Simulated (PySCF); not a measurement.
# Telling isomers of C3H3FO2 apart by NMR

- J: B3LYP/pcJ-1
- geometry: GFN2-xTB
- σ from GIAO-PBE0/pcSseg-1
- run in PySCF
- in vacuum, relativity neglected, one averaged value for each set of equivalent atoms, one conformer

Scale: ¹H and ¹³C against TMS (reference shieldings calculated alike). Multiplet labels drop J under 1 Hz and among equivalent protons, and merge close values. Unscaled 3J(H,H) run several per cent high. Vicinal couplings that depend on rotamer populations or ring flexing (ring, CH–CH, X–H and H–F types) are those of the one conformer. One-bond C–F couplings are unscaled and too large by tens of Hz. Acid and N–H amide carbonyl carbons lie up to 10 ppm further downfield in solution (hydrogen bonding). Shifts are as computed. Against solution values, carbons near 30 ppm lie about +3 ppm off and those near 130 ppm about +5 ppm. Of 1211 compounds with measured shifts, 218 miss one by over three times the rms of a fit or turn the order of signals round; such compounds aren't used in these exercises. OH and NH positions are gas-phase values without hydrogen bonding to other molecules.

(1) Tabulate the signals of `O=C1C[C@@H](F)O1`, `O=C(O)/C=C/F` and their relative energies.

(2) What is the quickest way to tell O=C1C[C@@H](F)O1 from O=C(O)/C=C/F?

## Answers

(1) 
| SMILES | carbon types | δC | δH | E rel. (kcal/mol) |
| --- | --- | --- | --- | --- |
| O=C1C[C@@H](F)O1 | 1×C 1×CH 1×CH2 | 167.6, 104.8, 50.4 | 6.28 (m, 1H), 3.54 (m, 1H), 3.50 (m, 1H) | 1.3 |
| O=C(O)/C=C/F | 1×C 2×CH | 178.0, 170.3, 109.6 | 8.02 (dd, 1H), 6.03 (br s, 1H), 5.90 (dd, 1H) | 0.0 |

Energies are electronic energies at PBE0/pcSseg-1 on these geometries, without zero-point or thermal terms, each for the one conformer computed, which needn't be the lowest.

(2) Both give the same number of carbon signals, but DEPT or the intensities differ. The first has an sp3 CH2 α to a carbonyl at 50.4 ppm, the second a β carbon of a C=C–C=O unit (CH) at 178.0 ppm. Their most deshielded carbons lie at 167.6 and 178.0 ppm. In the proton spectra the most deshielded non-exchanging signals are 6.28 (m, 1H) and 8.02 (dd, J = 84.6, 12.7 Hz, 1H).
